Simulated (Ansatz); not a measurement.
The first iterations of a band of C₂H₅O (8 atoms, charge 0, multiplicity 2).

Theory: Ansatz 0.2.0, UKS B3LYP-D4/def2-SVP.

```
movable images  : 7
climbing image  : yes
spring          : 5.0 eV/Å²
optimiser       : quadratic models (default)
start path      : through a guess of the saddle point
force threshold : 0.03 eV/Å
iteration limit : 60
end points      : relaxed
```

Initial state:

```xyz
8
Properties=species:S:1:pos:R:3
C -0.452 0.597 -0.266
C 0.402 -0.562 0.243
O 1.687 -0.265 0.563
H -1.476 0.264 -0.499
H -0.010 1.028 -1.178
H -0.509 1.393 0.492
H 0.422 -1.406 -0.491
H -0.063 -1.049 1.137
```

Final state:

```xyz
8
Properties=species:S:1:pos:R:3
C -0.711 0.310 -0.650
C 0.211 -0.472 0.215
O 1.304 0.285 0.698
H -1.753 0.008 -0.785
H -0.296 1.076 -1.313
H 0.940 1.057 1.153
H 0.664 -1.310 -0.357
H -0.359 -0.955 1.038
```

| iteration | highest image above the first end (eV) | largest band force component (eV/Å) |
| --- | --- | --- |
| 1 | 5.403 | 9.618 |
| 2 | 4.386 | 4.936 |
| 3 | 3.429 | 4.551 |
| 4 | 1.801 | 3.522 |

Task: Does the band converge within its limit, and where does its top end?

Result: The run converged. It ended after 12 iterations with the highest image 1.435 eV above the first end. A vibrational analysis at the climbing image gives one clearly imaginary mode, 1982i cm⁻¹: a first-order saddle point.

The run took 110 s on 2 threads of Intel(R) Xeon(R) Platinum 8488C (Sapphire Rapids), with other jobs on the host, peak memory 0.18 GiB.
